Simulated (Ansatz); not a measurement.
H5OPSi can be A, `OP[SiH3]`, or B, `[SiH3]OP`.

Gas-phase electronic energies from Ansatz, PBE0-D4/def2-TZVP geometries. CBS: MP2 limit from def2 TZ/QZ plus the TZ coupled-cluster correction, frozen cores. DFT in def2-TZVPP. B3LYP here is the variant with VWN-RPA as its local correlation; programs differ in this. Each species was taken in one conformer, which may not be the lowest.

Which isomer does CCSD(T)/CBS put lower? Give the gap. (Best estimate.)

Ansatz gave: B, by 81.6 kJ/mol.

Give E(B) − E(A) in kJ/mol with MP2/def2-TZVPP, B3LYP-D4, B3LYP, PBE0-D4, ωB97M-V, HF/def2-TZVPP, r2SCAN-D4. (Estimate.)

Ansatz gave: MP2/def2-TZVPP -88.0, B3LYP-D4 -81.5, B3LYP -81.9, PBE0-D4 -66.1, ωB97M-V -81.8, HF/def2-TZVPP -106.4, r2SCAN-D4 -73.8. None reverses the order clearly.

Does the order hold for the free energy at 298.15 K (harmonic terms from PBE0-D4)? (Estimate.)

Computed: Yes: G(B) − G(A) = -89.2 kJ/mol, for one conformer each. Modes under 60 cm⁻¹, often nearly free rotors, make the harmonic entropy too high.

Largest T1 diagnostic: 0.013.

Leaving LDA and LC-ωPBE aside and taking each functional with its dispersion term where it has one, the values, not all of them listed here, spread over 34.0 kJ/mol, from BHLYP-D4 to PBE-D4. From PBE to PBE0 (25 % exact exchange), in def2-TZVPP and without D4, E(B) − E(A) moves by −8.0 kJ/mol.
